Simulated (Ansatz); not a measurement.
Other spins and charges of CF, quartet at one geometry

Geometry (PBE0/def2-TZVP stationary point for this spin):

```yaml
atoms:
  - { symbol: C, position_ang: [0.0000, 0.0000, 0.0000] }
  - { symbol: F, position_ang: [0.0000, 0.0000, 1.3159] }
```

Basis cc-pVDZ; Ansatz 0.2.0. Correlated methods freeze the noble-gas cores. R marks a restricted (for open shells ROHF) determinant, U an unrestricted one. Active spaces: valence = (11e, 8o) chosen from the atoms' valence shells.

Gaps are energies of the second state less the first, at fixed atoms, for a selection of the levels run; each method lands on the state that its own search finds for that charge and spin.

For open shells CISD is restricted-active-space CI with the open shells as a complete middle space.

Removing an electron, to the triplet: 10.266 eV at UCCSDTQ.

```tsv
level	gap (eV)	error (meV)
RHF	10.639	373
UHF	10.637	371
RMP2	10.388	122
UMP2	10.363	97
CISD	10.434	168
RCCSD	10.395	129
UCCSD	10.396	130
RCCSD(T)	10.288	22
UCCSD(T)	10.288	22
BCCD(T)	10.288	22
RCCSDT	10.268	2
UCCSDT	10.269	3
RCCSDT(Q)	10.270	4
UCCSDT(Q)	10.259	-7
RCCSDTQ	10.265	-1
CASSCF (valence space)	9.218	-1048
NEVPT2 (valence space)	10.162	-104
MRCISD (valence space)	10.167	-99
MRCISD+Q (valence space)	10.246	-20
PBE	10.322	56
r2SCAN	10.662	396
PBE0	10.616	350
B3LYP	10.462	196
wB97M-V	10.338	72
B2PLYP	10.304	38
RPA-PBE	10.120	-146
```

Q: PBE gives 17.253 eV for removing an electron, to the quintet. Estimate what UCCSDTQ gives in cc-pVDZ.

A: UCCSDTQ in cc-pVDZ gives 16.640 eV, so against it PBE is off by 0.613 eV.

| level | gap (eV) | error (meV) |
| --- | --- | --- |
| RHF | 15.015 | -1625 |
| CISD | 16.435 | -205 |
| UCCSD(T) | 16.629 | -11 |
| BCCD(T) | 16.631 | -9 |
| RCCSDT(Q) | 16.642 | 2 |
| UCCSDT(Q) | 16.642 | 2 |
| RCCSDTQ | 16.642 | 2 |
| MRCISD+Q (valence space) | 16.605 | -35 |
| B2PLYP | 16.946 | 306 |
| RPA-PBE | 16.622 | -18 |

Doublet less quartet: -3.413 eV at UCCSDTQ.

```tsv
level	gap (eV)	error (meV)
UMP2	-3.138	275
RCCSD(T)	-3.403	10
UCCSD(T)	-3.402	11
RCCSDT	-3.409	4
RCCSDT(Q)	-3.410	3
UCCSDT(Q)	-3.414	-1
RCCSDTQ	-3.413	0
CASSCF (valence space)	-3.189	224
MRCISD+Q (valence space)	-3.369	44
r2SCAN	-3.070	343
```

Q: PBE gives 13.843 eV for sextet less quartet. Estimate what UCCSDTQ gives in cc-pVDZ.

A: UCCSDTQ in cc-pVDZ gives 13.542 eV, so against it PBE is off by 0.301 eV.

```csv
level,gap (eV),error (meV)
UHF,12.151,-1391
RCCSD,13.473,-69
RCCSD(T),13.529,-13
UCCSD(T),13.528,-14
MRCISD+Q (valence space),13.524,-18
r2SCAN,13.591,49
PBE0,13.574,32
B2PLYP,13.792,250
RPA-PBE,13.426,-116
```

In so small a basis the reference is far from its limit while semilocal and hybrid functionals are nearer theirs (RPA and double hybrids share much of the reference's basis error), so the functionals' errors here hold much of the reference's basis and frozen-core error, which can add to them or hide them.

Full CI isn't at hand for all of this; UCCSDTQ serves as the reference, and is uncertain by about the last step of the cluster series. The frozen core follows each run's orbitals, which can shift R against U totals by a few meV.
